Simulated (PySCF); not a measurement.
Compound: C3H5NO (charge -1 and doublet state).
Atom-mapped SMILES: `[CH3:1]/[N:2]=[CH:3]\[CH:4][O-:5]` (hydrogens: H6, H7, H8 on C1; H9 on C3; H10 on C4)

Structure used (GFN2-xTB), in Å, numbered top down from 1:
```xyz
10
C3H5NO angstrom
C     -1.444   -0.047    0.074
N     -0.529    0.970    0.498
C      0.773    0.721    0.396
C      1.447   -0.410   -0.074
O      2.704   -0.555   -0.130
H     -1.345   -0.305   -0.995
H     -1.343   -0.990    0.639
H     -2.463    0.329    0.233
H      1.395    1.547    0.741
H      0.814   -1.256   -0.428
```

The hyperfine couplings belong to this conformer and change with its torsions.

Level of theory: PySCF, UKS B3LYP, pcH-1 on C H N O, non-relativistic, mean-field spin-orbit, GIAO. Whether the extra electron is bound in the gas phase wasn't checked; a finite basis holds it in any case. The geometry wasn't refined by DFT: couplings that depend on bond lengths, twists or pyramidal angles can differ widely from those at the functional's own minimum, by a factor of two or more for some ions and for spin on atoms past the first row. The SCF solution wasn't tested for stability.

Question: Match the computed a_iso(13C) values -16.5, -13.9, -1.0 MHz with the sites C1; C3; C4.

Answer: 
```csv
site,a_iso (MHz),ρ(0) (bohr⁻³),position,distance from N2 (Å),spin population,largest |T| (MHz)
C1,-16.5,-0.0146,1 bond from N2,1.43,-0.03,2.5
C3,-13.9,-0.0124,1 bond from N2,1.33,+0.08,15.1
C4,-1.0,-0.0009,1 bond from O5,2.48,+0.21,32.4
```

Question: Match the computed a_iso(1H) values +27.2, -17.0, -8.2 MHz (means over equivalent nuclei) with the sites H6/H7/H8; H9; H10.

Answer: 
```json
{"site": "H6/H7/H8", "a_iso (MHz)": "+27.2", "ρ(0) (bohr⁻³)": "+0.0061", "position": "2 bonds from N2", "distance from N2 (Å)": "2.10", "bound to": "C1", "spin population there": "-0.03", "largest |T| (MHz)": "5.6"}
{"site": "H9", "a_iso (MHz)": "-8.2", "ρ(0) (bohr⁻³)": "-0.0018", "position": "2 bonds from N2", "distance from N2 (Å)": "2.02", "bound to": "C3", "spin population there": "+0.08", "largest |T| (MHz)": "7.0"}
{"site": "H10", "a_iso (MHz)": "-17.0", "ρ(0) (bohr⁻³)": "-0.0038", "position": "2 bonds from O5, on C4 of spin population +0.21", "distance from N2 (Å)": "2.76", "bound to": "C4", "spin population there": "+0.21", "largest |T| (MHz)": "9.9"}
```

ρ(0) is the spin density at the nucleus and T the dipolar tensor; entries for several nuclei are means. The Mulliken spin populations are largest on N2 (+0.39), O5 (+0.30), C4 (+0.21) and C3 (+0.08). Three atoms exceed +0.15. Main spin sites, with 60 % or more of the largest population: N2, O5; positions count bonds from the nearest.

Examples of negative spin density at the nucleus (bohr⁻³): C1 (-0.0146), C3 (-0.0124) and H10 (-0.0038).

Class means assume fast exchange of nuclei equivalent by connectivity; if that motion is slow, each nucleus keeps its own coupling. The three 1H nuclei of mean +27.2 MHz run from -0.6 to 41.3 MHz in the frozen geometry.

The SMILES `C/N=C\[CH][O-]` draws the unpaired electron on C4, whose computed spin population is only +0.21.

Hardware: one thread of an AMD EPYC (shared host). Cost: 30 s of wall time (grids of density and orbitals included), 0.61 GiB resident at most.
